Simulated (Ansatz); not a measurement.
# AlH3: composite energy at a relaxed geometry from a Python script

The task is a composite energy at a relaxed geometry, for AlH3.

Computed with the Python package of Ansatz 0.2.0. The levels of theory stand in the script.

**1. The system**

Bond lengths: Al1–H2 1.586 Å, Al1–H3 1.642 Å, Al1–H4 1.628 Å. Angles: H2–Al1–H3 119.6°, H2–Al1–H4 119.0°, H3–Al1–H4 120.9°.

The script reads alh3.xyz:

```xyz
4

Al    0.04390   -0.05600    0.00940
H     0.63090    0.68990    1.28020
H    -1.39430   -0.84040    0.12150
H     0.77500    0.14620   -1.43140
```

**2. The code**

composite.py reads:

```python
import itertools
import warnings

import ansatz as az
from ase.data import atomic_numbers, covalent_radii
import numpy as np

warnings.simplefilter("ignore", az.DeckWarning)

molecule = az.Crystal.molecule_from_extxyz("alh3.xyz")

setup = molecule.calculation().basis(gaussian="def2-SVP").functional("pbe0")
symbols = [site.symbol for site in molecule.cartesian_sites]
start = np.array([site.position_ang for site in molecule.cartesian_sites], dtype=float)
summary = setup.relax(force_tolerance=0.01).run(threads=1, backend="cpu").report
end = np.array(summary["positions_ang"])
radius = [covalent_radii[atomic_numbers[s]] for s in symbols]
span = lambda where, i, j: np.linalg.norm(where[i] - where[j])
bonded = [(i, j) for i, j in itertools.combinations(range(len(symbols)), 2) if min(span(start, i, j), span(end, i, j)) < 1.2 * (radius[i] + radius[j])]
print("pair        before    after (A)")
for i, j in bonded:
    print(f"{symbols[i]}{i}-{symbols[j]}{j}".ljust(10), f"{span(start, i, j):8.4f} {span(end, i, j):8.4f}")

minimum = az.Crystal.molecule()
for symbol, place in zip(symbols, end):
    minimum = minimum.atom(symbol, place.tolist())
at_minimum = minimum.calculation()
level = lambda method, basis: at_minimum.basis(gaussian=basis).correlation(method).run(threads=1, backend="cpu").report
small, large, cluster = level("mp2", "cc-pVDZ"), level("mp2", "cc-pVTZ"), level("ccsd_t", "cc-pVDZ")
corr = lambda each: (each["free_energy_ev"] - each["reference_energy_ev"]) / 27.211386246
mp2_limit = (27 * corr(large) - 8 * corr(small)) / 19
pieces = {"HF / cc-pVTZ": large["reference_energy_ev"] / 27.211386246, "MP2 correlation, DZ-TZ limit": mp2_limit, "CCSD(T) - MP2 / cc-pVDZ": corr(cluster) - corr(small)}
for name, value in pieces.items():
    print(f"{name:32s} {value:14.6f} Ha")
print(f"{'sum':32s} {sum(pieces.values()):14.6f} Ha")
print("T1 diagnostic", round(cluster["correlation"]["coupled_cluster"]["t1_diagnostic"], 4))
```

**3. The input behind the calls**

The engine receives this input (first run):

```yaml
crystal:
  periodic: [false, false, false]
  atoms:
    - { symbol: Al, position_ang: [0.0439, -0.056, 0.0094] }
    - { symbol: H, position_ang: [0.6309, 0.6899, 1.2802] }
    - { symbol: H, position_ang: [-1.3943, -0.8404, 0.1215] }
    - { symbol: H, position_ang: [0.775, 0.1462, -1.4314] }
basis:
  gaussian:
    orbitals: def2-SVP
hamiltonian:
  xc: pbe0
relax:
  f_tol: 0.01
```

**4. Running it**

Run with:

```console
$ python composite.py
```

The log of the run:

```text
pair        before    after (A)
Al0-H1       1.5861   1.5905
Al0-H2       1.6420   1.5905
Al0-H3       1.6283   1.5905
HF / cc-pVTZ                        -243.644238 Ha
MP2 correlation, DZ-TZ limit          -0.100980 Ha
CCSD(T) - MP2 / cc-pVDZ               -0.025406 Ha
sum                                 -243.770624 Ha
T1 diagnostic 0.0088
```

It took 3.4 s on 1 thread of Arm Neoverse V1, shared host; peak memory 0.15 GiB.

**5. Path of the relaxation of run 0**

Relaxation path:

| step | E - E(step 1) (eV) | largest force component (eV/Å) |
| --- | --- | --- |
| 1 | 0.0000 | 0.6139 |
| 2 | -0.0329 | 0.2233 |
| 3 | -0.0391 | 0.0047 |

Step 1 is the start.

Before: Bond lengths: Al1–H2 1.586 Å, Al1–H3 1.642 Å, Al1–H4 1.628 Å. Angles: H2–Al1–H3 119.6°, H2–Al1–H4 119.0°, H3–Al1–H4 120.9°.

After: Bond lengths: Al1–H2 1.591 Å, Al1–H3 1.590 Å, Al1–H4 1.591 Å. Angles: H2–Al1–H3 120.0°, H2–Al1–H4 120.0°, H3–Al1–H4 120.0°.

Run 0 is this relaxation; the runs after it count from 1.

**6. Run by run**

The 3 runs, in the order started:

| run | basis | method | energy (eV) | iterations in all | CPU time (s) |
| --- | --- | --- | --- | --- | --- |
| 1 | cc-pVDZ | mp2 | -6631.6476 | 10 | 0.11 |
| 2 | cc-pVTZ | mp2 | -6632.4505 | 10 | 0.5 |
| 3 | cc-pVDZ | ccsd_t | -6632.3390 | 14 | 0.2 |

**7. Results**

```
        quantity           value
   T1 diagnostic          0.0088
composite energy  -243.770624 Ha
   runs compared               3
```

**Reading.** All 3 runs converged (10 to 14 cycles). A T1 diagnostic under about 0.02 supports a single-reference treatment, as here. Run 0: After 2 moves the largest shift is 0.053 Å. The sum leaves out core correlation, relativity, the Hartree-Fock basis error and zero-point energy; a DZ-TZ extrapolation is rough. Inner cores stay frozen, so this is valence correlation. For Al to Cl the sets with a tight d function, cc-pV(X+d)Z, are usual.
